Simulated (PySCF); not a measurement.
# Basis and Hamiltonian dependence of the electron affinity of P

P⁻ [Ne] 3s2 3p4 (3P) → P [Ne] 3s2 3p3 (4S). Calculated with PySCF 2.14 from differences of total energies of unrestricted determinants, without spin-orbit coupling. Values in eV.

| basis | Hamiltonian | functions | UHF | LDA | PBE0 | MP2 (valence) | CCSD(T) (valence) | CCSD(T) (valence and next inner shell) |
| --- | --- | --- | --- | --- | --- | --- | --- | --- |
| aug-cc-pVDZ-DK | spin-free X2C | 27 | -0.377 | 0.987 | 0.742 | 0.257 | 0.349 | n/a |
| ANO-RCC-VTZP | spin-free X2C | 34 | -0.359 | 1.020 | 0.756 | 0.391 | 0.540 | 0.540 |
| aug-cc-pwCVDZ | non-relativistic | 36 | -0.366 | 1.010 | 0.762 | 0.266 | 0.356 | n/a |
| def2-TZVPPD | non-relativistic | 48 | -0.613 | 0.637 | 0.459 | 0.078 | 0.221 | 0.218 |
| aug-cc-pVTZ-DK | spin-free X2C | 50 | -0.334 | 1.028 | 0.775 | 0.458 | 0.605 | n/a |
| aug-cc-pV(T+d)Z with one added diffuse shell each of s, p, d, f type | non-relativistic | 71 | -0.316 | 1.063 | 0.798 | 0.480 | 0.623 | n/a |
| aug-cc-pwCVTZ | non-relativistic | 75 | -0.322 | 1.034 | 0.782 | 0.469 | 0.616 | 0.614 |
| def2-QZVPPD | non-relativistic | 76 | -0.456 | 0.833 | 0.624 | 0.348 | 0.503 | 0.499 |
| aug-cc-pVQZ-DK | spin-free X2C | 84 | -0.334 | 1.026 | 0.773 | 0.533 | 0.679 | n/a |
| dyall-av3z | non-relativistic | 84 | -0.325 | 1.040 | 0.786 | 0.468 | 0.615 | n/a |
| dyall-av3z | spin-free X2C | 84 | -0.336 | 1.032 | 0.776 | 0.459 | 0.606 | n/a |
| x2c-QZVPPall with one added diffuse shell each of s, p, d, f type | spin-free X2C | 86 | -0.336 | 1.027 | 0.773 | 0.509 | 0.657 | 0.653 |
| aug-cc-pCVTZ-DK with one added diffuse shell each of s, p, d, f type | spin-free X2C | 91 | -0.328 | 1.052 | 0.784 | 0.471 | 0.614 | n/a |

Estimate the row for aug-cc-pwCVQZ (non-relativistic, 134 functions).

From the rows with the same Hamiltonian and similar size; the calculation gives UHF -0.32; LDA 1.04; PBE0 0.79; MP2 (valence) 0.54 (eV).

Extrapolation of CCSD(T) (valence) from aug-cc-pVTZ-DK and aug-cc-pVQZ-DK: the correlation parts are 0.939 and 1.013 eV; with the X⁻³ form and unrounded values, (4³ × 1.013 − 3³ × 0.939)/(4³ − 3³) = 1.067 eV, and adding the Hartree-Fock value -0.334 eV of the larger basis gives 0.733 eV.

Extrapolation of MP2 (valence) from aug-cc-pwCVTZ and aug-cc-pwCVQZ: the correlation parts are 0.791 and 0.868 eV; with the X⁻³ form and unrounded values, (4³ × 0.868 − 3³ × 0.791)/(4³ − 3³) = 0.924 eV, and adding the Hartree-Fock value -0.324 eV of the larger basis gives 0.600 eV.

Frozen in the all-electron rows: valence: [Ne]; valence and next inner shell: 1s2.

In most of these bases the highest occupied level of the anion is positive at LDA, PBE0, so the basis helps to hold the electron.

Between the lowest levels the reference is 0.747 eV (measured; photodetachment measurements, as compiled on the Wikipedia data page of electron affinities); it includes spin-orbit coupling, which these numbers lack.
